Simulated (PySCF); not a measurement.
# NaF: a composite coupled-cluster calculation

State: ¹Σ⁺, singlet, closed shell. De refers to Na + F. RHF-based CCSD(T) in PySCF 2.14 with Na cc-pCVDZ, F aug-cc-pVDZ and Na cc-pCVTZ, F aug-cc-pVTZ (frozen core orbitals: 2; no relativity). Correlation energies are extrapolated as n⁻³ (n = 2, 3), Hartree–Fock as (n+1)·exp(−9√n). CV is the change on freezing 1 orbitals instead, in Na cc-pCVTZ, F cc-pwCVTZ. SR is the spin-free X2C energy in Na cc-pCVTZ-DK, F cc-pVTZ-DK less the non-relativistic one in Na cc-pCVTZ, F cc-pVTZ.

| Level | Re (Å) | ωe (cm⁻¹) | ωexe (cm⁻¹) | αe (cm⁻¹) | De (eV) |
| --- | --- | --- | --- | --- | --- |
| CCSD(T)/DZ | 1.9511 | 522.6 | 3.85 | 0.00463 | 4.742 |
| CCSD(T)/TZ | 1.9404 | 524.1 | 3.43 | 0.00445 | 4.858 |
| HF/CBS | 1.9257 | 543.5 | 3.53 | 0.00444 | 2.910 |
| MP2/CBS | 1.9419 | 520.9 | 3.38 | 0.00444 | 5.224 |
| CCSD/CBS | 1.9315 | 532.3 | 3.45 | 0.00446 | 4.762 |
| CCSD(T)/CBS | 1.9359 | 526.7 | 3.42 | 0.00446 | 4.921 |
| CCSD(T)/CBS+CV | 1.9354 | 526.9 | 3.42 | 0.00447 | 4.929 |
| CCSD(T)/CBS+CV+SR | 1.9347 | 527.1 | 3.42 | 0.00447 | 4.915 |

How much is left between CCSD(T)/TZ and the basis-set limit, and how much do the triples give at the limit?

CCSD(T)/CBS less CCSD(T)/TZ: -4.5 mÅ in Re, +2.6 cm⁻¹ in ωe and +0.063 eV in De. CCSD(T)/CBS less CCSD/CBS: +4.4 mÅ in Re, -5.6 cm⁻¹ in ωe and +0.159 eV in De.

What do the later terms add?

CV: -0.5 mÅ in Re, +0.2 cm⁻¹ in ωe and +0.008 eV in De; SR: -0.7 mÅ in Re, +0.2 cm⁻¹ in ωe and -0.014 eV in De, each against the row above.

The T1 diagnostic is 0.015. The open-shell atoms are computed with UHF. Spin–orbit coupling, excitations beyond (T) and corrections to the Born–Oppenheimer picture are left out.

The whole job (state search and all basis sets along the bond) took about 6.9 min on 4 threads of Arm Neoverse V1 (shared host), peak memory 2.5 GiB.
